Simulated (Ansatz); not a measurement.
Input file:

```yaml
crystal:
  periodic: [false, false, false]
  atoms:
    - {symbol: H, position_ang: [-2.677988, 0.047936, 0.000000]}
    - {symbol: H, position_ang: [-1.932988, 0.047936, 0.000000]}
    - {symbol: Si, position_ang: [0.146012, 0.047936, 0.000000]}
    - {symbol: H, position_ang: [0.542447, -1.431577, 0.000000]}
basis:
  gaussian: {orbitals: 6-31G}
magnetization: {spin_polarized: true, initial_magnetization: 1}
correlation: {method: ccsdt_q, electrons: outside_noble_gas}
```

```sh
$ ansatz run in.yaml --threads 1 --pin off --events-out ev --progress --plain --max-ram 2393MiB
```

Output:

```
384 factors; integrals over basis functions are off by at most 1.1e-7 eV
mean field evaluation 1: about -7904.7382 eV, gradient 5.5e0 eV
mean field evaluation 2: about -7904.7373 eV, gradient 5.5e0 eV
mean field evaluation 4: about -7905.1232 eV, gradient 3.3e-1 eV
mean field evaluation 8: about -7905.1259 eV, gradient 3.6e-6 eV
mean field evaluation 16: about -7904.3490 eV, gradient 4.6e0 eV
mean field evaluation 32: about -7904.8758 eV, gradient 1.6e0 eV
mean field evaluation 64: about -7904.7171 eV, gradient 3.9e-4 eV
mean field evaluation 96: about -7902.5928 eV, gradient 1.9e-2 eV
mean field evaluation 128: about -7902.6269 eV, gradient 1.6e-1 eV
mean field evaluation 160: about -7901.9338 eV, gradient 6.5e-1 eV
mean field evaluation 192: about -7902.6267 eV, gradient 1.6e-2 eV
mean field evaluation 224: about -7901.9432 eV, gradient 5.8e-2 eV
mean field -7905.12593191 eV, -290.5080197108 hartree, gradient 1.2e-6 eV, S^2 0.754887; 12 other end points of the search recorded, 0 dependent functions left out
determinant -7905.12593191 eV, -290.5080197108 hartree, with singles and doubles -7907.07250815 eV, -290.5795550683 hartree
determinant -7904.71705392 eV, -290.4929937217 hartree, with singles and doubles -7906.66398903 eV, -290.5645422674 hartree
determinant -7902.62674267 eV, -290.4161762004 hartree, with singles and doubles -7904.69185618 eV, -290.4920677219 hartree
determinant -7902.62642919 eV, -290.4161646800 hartree, with singles and doubles -7905.06670277 eV, -290.5058430801 hartree
determinant -7902.59283874 eV, -290.4149302539 hartree, with singles and doubles -7904.82273079 eV, -290.4968772752 hartree
determinant -7901.94134745 eV, -290.3909883907 hartree, with singles and doubles -7903.81544567 eV, -290.4598602298 hartree
determinant -7905.12593191 eV, -290.5080197108 hartree, with singles and doubles -7907.07246537 eV, -290.5795534962 hartree
determinant -7904.71705392 eV, -290.4929937217 hartree, with singles and doubles -7906.66409072 eV, -290.5645460045 hartree
5 core orbitals not correlated: weight in the atoms' cores, before any rotation towards them, 1.000 or more for the frozen orbitals, at most 0.000 for the correlated occupied ones
reference -7905.12593191 eV, -290.5080197108 hartree; 4, 3 occupied and 10, 11 virtual orbitals, 384 factors
second order -1.34434358 eV of doubles, -0.00000000 eV of singles
cycle   1  -1.73048908 eV  change   -3.9e-1 eV  update   5.8e-2
cycle   2  -1.95720802 eV  change   -2.3e-1 eV  update   2.6e-2
cycle   3  -1.96445402 eV  change   -7.2e-3 eV  update   6.0e-3
cycle   4  -1.96573775 eV  change   -1.3e-3 eV  update   2.3e-3
cycle   5  -1.96588828 eV  change   -1.5e-4 eV  update   1.1e-3
cycle   6  -1.96570212 eV  change    1.9e-4 eV  update   5.0e-4
cycle   7  -1.96594186 eV  change   -2.4e-4 eV  update   2.9e-4
cycle   8  -1.96600764 eV  change   -6.6e-5 eV  update   2.2e-4
cycle   9  -1.96588770 eV  change    1.2e-4 eV  update   1.6e-4
cycle  10  -1.96595311 eV  change   -6.5e-5 eV  update   8.9e-5
cycle  11  -1.96596464 eV  change   -1.2e-5 eV  update   4.8e-5
cycle  12  -1.96597166 eV  change   -7.0e-6 eV  update   2.5e-5
cycle  13  -1.96594884 eV  change    2.3e-5 eV  update   1.1e-5
cycle  14  -1.96594742 eV  change    1.4e-6 eV  update   4.8e-6
cycle  15  -1.96594892 eV  change   -1.5e-6 eV  update   2.6e-6
cycle  16  -1.96595040 eV  change   -1.5e-6 eV  update   1.3e-6
cycle  17  -1.96595035 eV  change    4.7e-8 eV  update   6.3e-7
perturbative correction -0.00083238 eV, -0.0000305893 hartree
Total energy: -7907.09271463 eV, -290.5802976428 hartree
```

For the same geometry and basis full CI lies 0.4 meV lower.

Ran on 1 thread of Arm Neoverse V2, shared host: 1.4 s wall, 0.08 GiB peak host memory.
